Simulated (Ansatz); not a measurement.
## Band gap of trigonal Se at several levels of theory

No measured value is used here.

```csv
level (code),value (eV),cell (Å³/atom)
PBE-D3(BJ) (Ansatz),0.52,24.49
r²SCAN+rVV10 (Ansatz),1.06,26.82
G0W0@PBEsol+SOC (Ansatz),(withheld),27.10
```

Q: Complete the blanks.

A: 
- G0W0@PBEsol+SOC (Ansatz, a first-principles code), value (eV): 1.64

Computed values are for a static lattice. Levels without +SOC have no spin–orbit coupling; where heavier elements are present it shifts gaps, mostly down, and can invert bands.  PBE-D3(BJ), r²SCAN+rVV10: the gap is read on the k mesh or supercell of the run alone and can be too large. G0W0@PBEsol+SOC: the correction to the complete basis was taken at k points off the band edges. G0W0@PBEsol+SOC: spin–orbit coupling enters as the shift of the gap found with a semilocal functional. Values are at the level's own relaxed cell; G0W0@PBEsol+SOC at the measured cell. Ansatz's density-functional and Hartree–Fock values are scalar-relativistic unless marked +SOC, with PAW data made under PBE.
